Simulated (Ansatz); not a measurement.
in.yaml

```yaml
crystal:
  periodic: [false, false, false]
  atoms:
    - {symbol: P, position_ang: [0.000000, 0.000000, 0.059937]}
    - {symbol: H, position_ang: [0.000000, 1.025642, -0.920927]}
    - {symbol: H, position_ang: [0.000000, -1.025642, -0.920927]}
basis:
  gaussian: {orbitals: "6-31G*"}
magnetization: {spin_polarized: true, initial_magnetization: 1}
correlation: {method: ccsdt_q, electrons: outside_noble_gas}
```

```sh
$ ansatz run in.yaml --threads 1 --pin off --events-out ev --progress --plain --max-ram 4096MiB --backend cpu
```

Problem. Roughly how long does this take on 1 thread of AMD EPYC 7R13, shared host, and how much host memory?

Solution. 2.5 s wall and 0.13 GiB.

```
383 factors; integrals over basis functions are off by at most 4.2e-8 eV
mean field evaluation 1: about -9301.7472 eV, gradient 6.3e0 eV
mean field evaluation 2: about -9301.7599 eV, gradient 6.3e0 eV
mean field evaluation 4: about -9302.1937 eV, gradient 5.1e-1 eV
mean field evaluation 8: about -9302.1975 eV, gradient 6.2e-4 eV
mean field evaluation 16: about -9302.1975 eV, gradient 2.1e-6 eV
mean field evaluation 32: about -9299.2036 eV, gradient 6.0e-1 eV
mean field -9302.19754799 eV, -341.8494546325 hartree, gradient 2.1e-6 eV, S^2 0.762628; 1 other end points of the search recorded, 0 dependent functions left out
determinant -9302.19754799 eV, -341.8494546325 hartree, with singles and doubles -9305.18474893 eV, -341.9592322423 hartree
determinant -9299.20984508 eV, -341.7396585759 hartree, with singles and doubles -9302.28653072 eV, -341.8527246878 hartree
5 core orbitals not correlated: weight in the atoms' cores, before any rotation towards them, 1.000 or more for the frozen orbitals, at most 0.000 for the correlated occupied ones
reference -9302.19754799 eV, -341.8494546325 hartree; 4, 3 occupied and 14, 15 virtual orbitals, 383 factors
second order -2.33629260 eV of doubles, -0.00000000 eV of singles
cycle   1  -2.79129001 eV  change   -4.5e-1 eV  update   5.6e-2
cycle   2  -3.03882942 eV  change   -2.5e-1 eV  update   2.3e-2
cycle   3  -3.06088421 eV  change   -2.2e-2 eV  update   6.5e-3
cycle   4  -3.06274198 eV  change   -1.9e-3 eV  update   2.7e-3
cycle   5  -3.06181314 eV  change    9.3e-4 eV  update   9.8e-4
cycle   6  -3.06214787 eV  change   -3.3e-4 eV  update   3.5e-4
cycle   7  -3.06243310 eV  change   -2.9e-4 eV  update   1.5e-4
cycle   8  -3.06233634 eV  change    9.7e-5 eV  update   5.0e-5
cycle   9  -3.06233491 eV  change    1.4e-6 eV  update   1.7e-5
cycle  10  -3.06234566 eV  change   -1.1e-5 eV  update   6.0e-6
cycle  11  -3.06234417 eV  change    1.5e-6 eV  update   2.4e-6
cycle  12  -3.06234408 eV  change    8.7e-8 eV  update   8.1e-7
perturbative correction -0.00146123 eV, -0.0000536991 hartree
Total energy: -9305.26135329 eV, -341.9620474009 hartree
```

For the same geometry and basis full CI lies 0.0 meV lower.
